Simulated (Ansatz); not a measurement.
# SiC, quintet in aug-cc-pVDZ: errors against UCCSDT(Q)

Geometry: that of the SiC⁻, quartet, kept fixed.

```yaml
atoms:
  - { symbol: Si, position_ang: [0.0000, 0.0000, 0.0000] }
  - { symbol: C, position_ang: [0.0000, 0.0000, 1.8177] }
```

Basis aug-cc-pVDZ; Ansatz 0.2.0. Only valence electrons are correlated (noble-gas cores frozen), which leaves 8 electrons in 44 orbitals. Prefix R: restricted or restricted open-shell reference; prefix U: unrestricted. Active spaces: valence = (8e, 8o) chosen from the atoms' valence shells.

Full CI isn't at hand for all of this; UCCSDT(Q) serves as the reference, and is uncertain by the last step of the cluster series or more. The frozen core follows each run's orbitals, which can shift R against U totals by a few meV.

For open shells CISD is restricted-active-space CI with the open shells as a complete middle space.

- UHF ⟨S²⟩: 6.020
- T1 diagnostic (RCCSD): 0.0499
- largest doubles amplitude (RCCSD): 0.062
- T1 diagnostic (UCCSD): 0.0503

```tsv
level	E − E(RHF) (eV)
UHF	-0.1358
RMP2	-3.3908
UMP2	-3.3710
RCCSD	-4.3692
UCCSD	-4.3718
RCCSD(T)	-4.5362
UCCSD(T)	-4.5363
```

Problem. Estimate how far UCCSDT(Q) in aug-cc-pVDZ lies from RCCSD(T). The table doesn't fix it; the size of (T) and the diagnostics are the guide.

Solution. UCCSDT(Q) in aug-cc-pVDZ lies 59 meV below RCCSD(T), which is 36 % of the (T) step (-167 meV). T1 is raised, and the rest is a large part of (T). The miss exceeds 1 kcal/mol.

The other levels:

```json
{"level": "CISD", "E − E(UCCSDT(Q)) (meV)": "400", "share of correlation (%)": "91.29", "wall time": "5.5 s"}
{"level": "BCCD(T)", "E − E(UCCSDT(Q)) (meV)": "55", "share of correlation (%)": "98.80", "wall time": "4 s"}
{"level": "RCCSDT", "E − E(UCCSDT(Q)) (meV)": "12", "share of correlation (%)": "99.73", "wall time": "–"}
{"level": "UCCSDT", "E − E(UCCSDT(Q)) (meV)": "11", "share of correlation (%)": "99.76", "wall time": "–"}
{"level": "RCCSDT(Q)", "E − E(UCCSDT(Q)) (meV)": "2", "share of correlation (%)": "99.97", "wall time": "26 s"}
{"level": "CASSCF (valence space)", "E − E(UCCSDT(Q)) (meV)": "3520", "share of correlation (%)": "23.41", "wall time": "–"}
{"level": "NEVPT2 (valence space)", "E − E(UCCSDT(Q)) (meV)": "863", "share of correlation (%)": "81.22", "wall time": "2.2 s"}
{"level": "MRCISD (valence space)", "E − E(UCCSDT(Q)) (meV)": "280", "share of correlation (%)": "93.90", "wall time": "–"}
{"level": "MRCISD+Q (valence space)", "E − E(UCCSDT(Q)) (meV)": "27", "share of correlation (%)": "99.41", "wall time": "3.3 s"}
```

The correlation energy at UCCSDT(Q), counted from RHF, is -4.596 eV. That run took 22 s on 1 thread of Arm Neoverse V2, shared host.

Times hold each run's SCF and search for its determinant on a shared host, so for small cases they say little of a method's own cost; they ran on 1 thread of Arm Neoverse V2.

Natural occupations of CASSCF (valence space) about the gap: 1.982 1.931 1.017 1.002 0.999 0.981 0.065 0.024; effectively unpaired electrons, Σ n²(2−n)², 4.04.
